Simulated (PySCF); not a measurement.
Choosing a molecule for a target property.

Each SMILES stands for a single optimised conformer of the isolated species, non-relativistic unless stated. Electronic properties by PySCF.

Dipoles, sizes and rotational constants follow the conformer. The torsions of the flexible species, by atom-mapped SMILES:
- `[CH3:1][Si:2]([Cl:3])([Cl:4])[Si:5]([CH3:6])([Cl:7])[Cl:8]`: C1–Si2–Si5–C6 76°
- `[NH2:1][NH2:2]`: H–N1–N2–H 150°, H–N1–N2–H -90°
- `[CH3:1][O:2][Si@H:3]([NH2:4])[Se:5][SiH3:6]`: C1–O2–Si3–N4 176°, O2–Si3–Se5–Si6 76°, H–N4–Si3–O2 31°, H–N4–Si3–O2 -177°
- `[CH3:1][C:2]([CH3:3])([B:4]([NH2:5])[NH2:6])[C:7]([F:8])([F:9])[F:10]`: C1–C2–B4–N5 -112°, C1–C2–C7–F8 -175°, H–N5–B4–C2 -5°, H–N5–B4–C2 178°, H–N6–B4–C2 10°, H–N6–B4–C2 179°
- `[CH3:1][c:2]1[cH:3][cH:4][cH:5][c:6]([C:7](=[O:8])[Br:9])[cH:10]1`: C5–C6–C7–O8 0°
- `[CH3:1][P:2]([CH3:3])[P:4]([CH3:5])[CH3:6]`: C1–P2–P4–C5 80°

The conformers of `N[Si@H]1CCC[SiH2]1` aren't listed.

(1) Wanted: electronic spatial extent ⟨r²⟩ about the centre of nuclear charge below 1000 bohr² (PBE0/def2-SVPD) and dipole moment below 3.5 D (PBE0/def2-SVPD), at PBE0-D3(BJ)/def2-SVP geometries. Which candidate meets both?
A. `CO[Si@H](N)[Se][SiH3]` (CH9NOSeSi2)
B. `CC#CC#CC(Cl)(Cl)Cl` (C6H3Cl3)
C. `C[Si](Cl)(Cl)[Si](C)(Cl)Cl` (C2H6Cl4Si2)
D. `NN` (N2H4)

(2) Wanted: lowest triplet excitation (Tamm–Dancoff) below 5.9 eV (TDA CAM-B3LYP/def2-SVPD) and HOMO energy above -8 eV (CAM-B3LYP/def2-SVPD), at PBE0-D3(BJ)/def2-SVP geometries. Which candidate meets both?
A. `CP(P(C)C)C`
B. `CC(C)(B(N)N)C(F)(F)F`
C. `N[Si@H]1CCC[SiH2]1`
D. `Cc1cccc(C(=O)Br)c1`

## Answers

(1) D. Computed values:
```
                                species  electronic spatial extent ⟨r²⟩ about the centre of nuclear charge  dipole moment
                              NN (N2H4)                                                           82 bohr²         1.89 D
     CO[Si@H](N)[Se][SiH3] (CH9NOSeSi2)                                                         1421 bohr²         1.57 D
C[Si](Cl)(Cl)[Si](C)(Cl)Cl (C2H6Cl4Si2)                                                         2523 bohr²         2.99 D
           CC#CC#CC(Cl)(Cl)Cl (C6H3Cl3)                                                         2884 bohr²         4.01 D
```

(2) A. Computed values:
```
             species  lowest triplet excitation (Tamm–Dancoff)  HOMO energy
  Cc1cccc(C(=O)Br)c1                                   3.59 eV     -8.84 eV
          CP(P(C)C)C                                   4.20 eV     -7.15 eV
  N[Si@H]1CCC[SiH2]1                                   5.69 eV     -8.48 eV
CC(C)(B(N)N)C(F)(F)F                                   6.01 eV     -8.62 eV
```
